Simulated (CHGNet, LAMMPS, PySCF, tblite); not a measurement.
# Rock-salt NaCl, lattice parameter a

Reference value: 5.569 Å (measured, static lattice: zero-point anharmonic expansion removed; as tabulated in Mejia-Rodriguez and Trickey (2018), arXiv:1807.09216).

Q: What do EIM, GFN1-xTB, GFN2-xTB, CHGNet-r²SCAN, PBE give, and how far is each from the reference?

A: 
```tsv
level (code)	value (Å)	error (%)
EIM (LAMMPS)	5.631	+1.11
GFN1-xTB (tblite)	5.427	-2.55
GFN2-xTB (tblite)	5.559	-0.18
CHGNet-r²SCAN (CHGNet)	5.587	+0.32
PBE (PySCF)	5.711 ± 0.02	+2.55
```

Leaving aside EIM, which can be fitted to such values or carry a doubt: Nearest, and too close to rank with a margin of 0.10 % (twice that across the reference) picked here for doubts on the reference and the settings: GFN2-xTB (-0.18 %), CHGNet-r²SCAN (+0.32 %). Farthest off: GFN1-xTB (-2.55 %), PBE (+2.55 %). Within 2 %: GFN2-xTB, CHGNet-r²SCAN.

A ± on a computed value is a rough bar: the spread of its extrapolation, a floor set from checks against published values, or a statistical error. GFN1-xTB, GFN2-xTB: the method was fitted mainly to molecules. GFN1-xTB, GFN2-xTB: the run uses a supercell at the zone centre in place of a k mesh.

Empirical potentials (EIM) are fitted to chosen data, which need not cover the solid at hand: agreement can be built in, and what lay outside the fit can be far off. Machine-learned potentials (CHGNet-r²SCAN) are trained on DFT data, which may include these solids.

Differences are worked out from the printed values.
